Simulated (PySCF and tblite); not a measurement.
# Conformer ensemble of C5H11N, numbered as in [CH3:1][C@@H:2]1[CH2:3][CH2:4][NH:5][CH2:6]1

Free energies: PBE0-D3(BJ)/def2-TZVP on PBE0-D3(BJ)/def2-SVP structures plus GFN2-xTB thermal terms, symmetry and mirror images included. Conformers within 4 kcal/mol (GFN2-xTB free energy) were kept, 5 at most. GIAO shieldings: PBE0/pcSseg-1. Shifts are against TMS (¹H), TMS (¹³C), NH3 (¹⁵N) at the same level; of two unlike H on one atom, a is the less shielded. Programs: PySCF with density fitting and tblite.

The 5-ring runs over atoms 2–3–4–5–6.

| conformer | shape | symmetry | E(GFN2) kcal/mol | E(DFT) kcal/mol | G(298.15 K) kcal/mol | weight % | dipole D |
| --- | --- | --- | --- | --- | --- | --- | --- |
| 1 | 5-ring between envelope and twist (ring torsions -18, 41, -47, 33, -9°) | C1 | 1.04 | 0.00 | 0.00 | 50.9 | 0.76 |
| 2 | 5-ring between envelope and twist (ring torsions 21, -43, 47, -32, 7°) | C1 | 0.86 | 0.15 | 0.25 | 33.3 | 0.93 |
| 3 | 5-ring between envelope and twist (ring torsions -6, 28, -39, 35, -17°) | C1 | 0.00 | 0.11 | 0.69 | 15.8 | 1.35 |

Weights (%) against temperature:

```csv
T (K),1,2,3,S(mix) cal/mol/K
200,56.0,32.0,12.0,1.88
250,52.9,32.9,14.2,1.95
298.15,50.9,33.3,15.8,1.99
350,49.4,33.5,17.1,2.02
400,48.3,33.6,18.1,2.04
```

Averaged shifts at 298.15 K. ¹H: 2.85 (H6a, 1H), 2.84 (H4a, 1H), 2.82 (H4b, 1H), 2.18 (H6b, 1H), 1.81 (H3a, 1H), 1.79 (H2, 1H), 0.99 (H1, 3H), 0.97 (H3b, 1H) ppm. ¹³C: 57.7 (C6), 49.1 (C4), 34.7 (C2), 33.9 (C3), 21.2 (C1) ppm. ¹⁵N: 57.6 (N5) ppm.

Coordinates of conformer 1 (Å):

```xyz
17

C     1.898    0.405    0.536
C     0.707    0.086   -0.350
C    -0.461    1.099   -0.253
C    -1.727    0.234   -0.122
N    -1.294   -1.069   -0.590
C     0.030   -1.252   -0.041
H     1.601    0.458    1.596
H     2.682   -0.364    0.447
H     2.350    1.371    0.267
H     1.040    0.047   -1.399
H    -0.500    1.739   -1.147
H    -0.345    1.765    0.616
H    -2.058    0.223    0.940
H    -2.572    0.612   -0.720
H    -1.939   -1.815   -0.348
H     0.547   -2.108   -0.505
H     0.035   -1.418    1.062
```

H on N, O and S are left out: they exchange, and hydrogen bonds move them by several ppm. Unscaled ¹⁵N shifts at such levels can be off by tens of ppm; differences between conformers or isomers are more reliable. Shifts are unscaled: against experiment ¹³C can be off by 15 ppm or more and ¹H by 0.8 ppm.

Search and properties took 83 s on 1 thread of Intel Xeon Platinum 8488C, on a host shared with other jobs (rough), launched as `OMP_NUM_THREADS=1 python ens_run.py task.json out`.


¹⁵N shifts are against a computed isolated NH3 molecule, about 20 ppm from the liquid.